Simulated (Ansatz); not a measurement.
**fcc Pt**

Calculation: r²SCAN (PAW; Ansatz, an electronic-structure program).

Numerical settings: plane-wave cutoff 500 eV, 32×32×32 k mesh, Fermi–Dirac smearing 0.1 eV, scalar-relativistic PAW data made under PBE.

Cell (relaxed at this level):

Space group Fm-3m (No. 225); a = b = c = 3.9418 Å, α = β = γ = 90.00°

```json
[
 {"atom": "Pt", "site": "4a", "symmetry": "m-3m", "x": "0.0000", "y": "0.0000", "z": "0.0000"}
]
```
(The calculation used a cell of 1 atom; values per cell refer to that cell.)

```json
{
 "volume_per_atom": "15.31 Å³/atom",
 "equilibrium_lattice_constant_a": "3.942 Å"
}
```

Measured, for comparison: equilibrium volume per atom 14.98 Å³/atom, lattice constant a 3.913 Å (static lattice: zero-point anharmonic expansion removed; as tabulated in Mejia-Rodriguez and Trickey (2018), arXiv:1807.09216). Computed (rounded) less measured: equilibrium volume per atom +2.2 %, lattice constant a +0.7 %.

Spin–orbit coupling is not included.

Computed values are for the static lattice.
